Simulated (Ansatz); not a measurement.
This geometry of CH4 + CH4Mg (11 atoms, charge 0, multiplicity 1) is a first-order saddle point.

Computed with Ansatz 0.2.0, RKS B3LYP/def2-SVP.

```xyz
11
Properties=species:S:1:pos:R:3
Mg 0.436 -0.165 -0.180
H 0.389 -0.365 -2.070
C 1.694 -0.368 1.477
H -0.508 -0.033 -1.673
C -1.663 0.436 -0.783
H 2.427 -1.182 1.346
H 2.269 0.557 1.661
H 1.123 -0.581 2.397
H -1.696 1.422 -0.278
H -2.225 0.562 -1.724
H -2.246 -0.282 -0.173
```

Problem. Which two structures does it join? (They come from a converged band through this point; their orientation in space is the band's.)

Solution. Bonds broken: Mg1–H2, H4–C5. Bonds formed: Mg1–C5, H2–H4. CH4 + CH4Mg becomes C2H6Mg + H2.

Initial state:

```xyz
11
Properties=species:S:1:pos:R:3
Mg 1.441 -0.561 -0.668
H 1.392 -0.750 -2.360
C 1.625 -0.370 1.417
H -1.318 0.237 -1.670
C -1.885 0.534 -0.774
H 2.299 -1.136 1.842
H 2.039 0.613 1.707
H 0.655 -0.473 1.935
H -1.396 1.386 -0.280
H -2.899 0.829 -1.080
H -1.952 -0.309 -0.070
```

Final state:

```xyz
11
Properties=species:S:1:pos:R:3
Mg -0.141 0.157 0.454
H 1.060 -0.882 -2.135
C 1.687 -0.284 1.398
H 0.349 -0.664 -2.300
C -1.999 0.627 -0.414
H 2.172 -1.182 0.973
H 2.414 0.543 1.306
H 1.559 -0.474 2.480
H -2.711 1.050 0.318
H -1.902 1.370 -1.226
H -2.489 -0.261 -0.854
```

Problem. How far does it lie above each of them?

Solution. 1.66 eV above the first and 1.11 eV above the second. This is the barrier of this one path; another mechanism may lie lower. The orbitals stay closed-shell, which can raise the energy where a bond breaks towards radicals; this wasn't checked here.

Run time: 120 s on 2 threads of Intel(R) Xeon(R) 6975P-C (Granite Rapids) (shared host), peak memory 0.18 GiB.
